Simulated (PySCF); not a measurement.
Compound: C4H6F (charge +1).
Bonds: C1–C2 (double), C2–C3, C3–C4, C4–F5. Hydrogens: H6, H7 on C1; H8 on C2; H9 on C3; H10, H11 on C4.

Method: PySCF, PBE0-D3(BJ)/def2-SVP geometry optimisation, gas phase.

Give the optimised bond lengths and angles.

```tsv
bond	length (Å)
C1=C2	1.371
C2–C3	1.395
C3–C4	1.453
C4–F5	1.340
C1–H6	1.097
C1–H7	1.096
C2–H8	1.094
C3–H9	1.099
C4–H10, C4–H11	1.116
```

Bonds in one row agree within 0.01 Å and their mean is given. A selection of angles:
```tsv
angle	degrees
C2–C1–H6	121.6
C2–C1–H7	121.2
H6–C1–H7	117.2
C1–C2–C3	119.2
C1–C2–H8	121.6
C3–C2–H8	119.2
C2–C3–C4	123.6
C2–C3–H9	120.0
C4–C3–H9	116.4
C3–C4–F5	113.6
C3–C4–H10	107.7
F5–C4–H10	111.6
H10–C4–H11	103.8
```

Dihedral angles: C1–C2–C3–C4 180° (antiperiplanar); C2–C3–C4–F5 0° (synperiplanar).

C2 (carbon bonded to 2 C and H) is planar (angles 121.6°, 119.2° and 119.2°, sum 360.0°, 0.00 Å off the plane of its three neighbours). The C–C distances run from 1.371 Å (C1=C2, drawn double in one of several resonance forms) to 1.453 Å (C3–C4, drawn single), a spread of 0.082 Å. The 5 heavy atoms lie in one plane (0.000 Å rms). Of the pairs four or more bonds apart, F5···H8 is among the closest relative to their van der Waals radii: 2.44 Å, 91 % of the sum of Bondi's values. C1 (carbon bonded to C and 2 H) is planar (angles 121.6°, 121.2° and 117.2°, sum 360.0°, 0.00 Å off the plane of its three neighbours). C3 (carbon bonded to 2 C and H) is planar (angles 123.6°, 120.0° and 116.4°, sum 360.0°, 0.00 Å off the plane of its three neighbours).

Point group: Cs (tolerance 0.08 Å). No PBE0-D3(BJ)/def2-SVP frequencies stand behind this structure, so it isn't proved a minimum.

One conformer stands for the species.
